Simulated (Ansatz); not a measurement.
Cohesive energy of some hcp solids

Method: r²SCAN-D4 in Ansatz (plane waves, PAW). References are measured values corrected to a static lattice or taken at low temperature (these still hold zero-point motion). The table is a random draw of 8 from 9 solids with such references.

Values in eV/atom.

| solid | reference | r²SCAN-D4 | error (eV/atom) |
|---|---|---|---|
| hcp Co | 4.47* | 4.84 | +0.37 |
| hcp Ru | 6.8* | 6.47 | -0.33 |
| hcp Be | 3.32 | 3.84 | +0.52 |
| hcp Cd | 1.18* | 1.21 | +0.03 |
| hcp Y | 4.42* | 4.16 | -0.26 |
| hcp Zr | 6.32* | 5.74 | -0.58 |
| hcp Zn | 1.38* | 1.59 | +0.21 |
| hcp Sc | 3.93* | 4.08 | +0.15 |

Over these 8 solids the mean error is +0.01 eV/atom, the mean absolute error 0.31 eV/atom (median 0.29 eV/atom), and the worst case hcp Zr at -0.58 eV/atom; the value is above the reference in 5 of 8 cases. Over all 9, from unrounded values, the mean error is 0.00 eV/atom and the mean absolute error 0.29 eV/atom (median 0.26 eV/atom).

A star marks references brought to a static lattice; the others are low-temperature values that still hold zero-point motion, which matters most for light elements.

Differences are worked out from the printed values.

Free atoms are spin-polarised, in the lowest state found; at levels without +SOC their spin–orbit coupling is left out. Each level is taken at its own relaxed cell. Ansatz's density-functional and Hartree–Fock values are scalar-relativistic unless marked +SOC, with PAW data made under PBE.

Ansatz's runs of these crystals have no spin polarisation, but for hcp Co. Meta-GGAs and exact exchange favour moments, which can bear on hcp Co, hcp Y, hcp Sc.

Density-functional runs with spin start from parallel moments for hcp Co.

Not in this set, of the hcp solids with a reference value in our tables and a result at some level: 5 for the spin–orbit terms of free Br, In, Sn, Te, I and atoms past barium, a cut that leaves lighter open-shell atoms' terms in the errors; 1 for no value at r²SCAN-D4 (not run, a failed fit, an unstable or unbound cell, or a value held back for tests); 1 for sources at odds. These can be a level's best or worst cases. Solids without a released value at any level aren't counted. Layered and molecular crystals are counted apart. The metals Ce to Yb are counted apart.

References as tabulated in Jana et al. (2018), arXiv:1807.00350; Kittel's textbook; Mejia-Rodriguez and Trickey (2018), arXiv:1807.09216.

Ansatz is a first-principles code.
